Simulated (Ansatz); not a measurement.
# Reading a saddle point

A first-order saddle point of SiH$_{7}$OF, singlet, PBE0-D4/def2-TZVP, with one imaginary mode of 908i cm⁻¹:

Si1  (-0.922, 0.286, 0.343)
H2  (0.005, -1.125, 0.711)
H3  (-1.868, -0.623, -0.355)
H4  (-1.405, 1.640, -0.136)
H5  (-1.094, 0.410, 1.812)
H6  (1.337, -0.072, -0.607)
O7  (0.674, 0.735, -0.426)
H8  (0.856, -1.375, 0.191)
F9  (1.769, -1.327, -0.466)
H10  (0.649, 1.451, -1.068)
(Å)

Ansatz 0.2.0; basis: def2-TZVPP and def2-QZVPP; cores frozen in the correlated methods. Extrapolation: Hartree–Fock as exp(−7.88 √X), correlation as X^−2.97.

Problem. Which contacts change along the imaginary mode, and what lies on either side? (A judgement: the text doesn't fix the answer.)

Solution. By the calculation: The step is SiH₄ + H₂O + HF → SiH₄O ([OH][SiH3]) + HF + H₂, with the molecules in contact on both sides. Shortening one way: Si1–O7, H2–H8, H6–F9; lengthening the same way: Si1–H2, H6–O7, H8–F9.
```csv
pair,one side (Å),saddle (Å),other side (Å)
Si1–O7,4.04,1.83,1.67
H2–H8,3.39,1.03,0.75
H6–F9,3.12,1.34,0.94
Si1–H2,1.48,1.73,3.61
H6–O7,0.96,1.06,1.67
H8–F9,0.95,1.13,2.58
```

Problem. Which side is lower, and how far does the saddle lie above each? (To be estimated.)

Solution. Computed: The side with Si1–O7, H2–H8, H6–F9 short is lower by 0.557 eV; the saddle lies 2.112 eV above it and 1.555 eV above the other (CCSD(T) at an estimated basis limit (MP2 extrapolated from triple and quadruple zeta, plus CCSD(T) − MP2 in triple zeta); electronic energies).

No T1 diagnostic of these runs exceeds 0.012.

Labels in which every atom is bracketed show which atoms are joined, not bond orders.

For scale, one of the runs: CCSD(T)/def2-TZVPP, 202 basis functions (an equivalent command: `ansatz run in.yaml --threads 4`). Hardware: 4 CPU threads, shared host. Wall time 44 s; peak host memory 2.5 GiB.
